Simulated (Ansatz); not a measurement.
How far each method lies from UCCSDT(Q) for AsH⁻, quartet

Geometry: a PBE0/def2-TZVPD stationary point for this spin. The doublet lies 1.2 eV lower here.

```yaml
atoms:
  - { symbol: As, position_ang: [0.0000, 0.0000, 0.0000] }
  - { symbol: H, position_ang: [0.0000, 0.0000, 2.0518] }
```

Basis aug-cc-pVTZ; Ansatz 0.2.0. Correlated methods freeze the noble-gas cores and the filled d shells of p-block atoms, which leaves 7 electrons in 68 orbitals. R marks a restricted (for open shells ROHF) determinant, U an unrestricted one. Active spaces: valence = (7e, 5o) chosen from the atoms' valence shells. No spin–orbit coupling is included, and no scalar relativity. This anion state lies near or above the neutral species, so the extra electron is weakly bound or unbound and the energies hang on the diffuse functions.

Full CI isn't at hand for all of this; UCCSDT(Q) serves as the reference, and is uncertain by the last step of the cluster series or more. The frozen core follows each run's orbitals, which can shift R against U totals by a few meV for light atoms and by up to 0.1 eV past Ca.

* UHF ⟨S²⟩: 3.767
* T1 diagnostic (RCCSD): 0.0238
* largest doubles amplitude (RCCSD): 0.077
* T1 diagnostic (UCCSD): 0.0210

| level | E − E(UHF) (eV) |
| --- | --- |
| UMP2 | -3.1388 |
| UCCSD | -3.7506 |
| UCCSD(T) | -3.9196 |

Question: Estimate how far UCCSDT(Q) in aug-cc-pVTZ lies from UCCSD(T). The table doesn't fix it; the size of (T) and the diagnostics are the guide.

Answer: UCCSDT(Q) in aug-cc-pVTZ lies 3.7 kJ/mol below UCCSD(T), which is 23 % of the (T) step (-16.3 kJ/mol). The diagnostics are small and one determinant leads, so the series closes fast and only a small part of (T) is left.

The other levels:

```json
{"level": "UCCSDT", "E − E(UCCSDT(Q)) (kJ/mol)": "0.8", "wall time": "–"}
```

Run but not shown, since their state, orbitals or frozen core can't be matched to the reference's or they repeat it: RHF, RMP2, RCCSD, RCCSD(T), BCCD(T), RCCSDT, RCCSDT(Q), CASSCF (valence space), NEVPT2 (valence space), MRCISD (valence space), MRCISD+Q (valence space).

Natural occupations of CASSCF (valence space) about the gap: 2.000 2.000 1.000 1.000 1.000; effectively unpaired electrons, Σ n²(2−n)², 3.00.
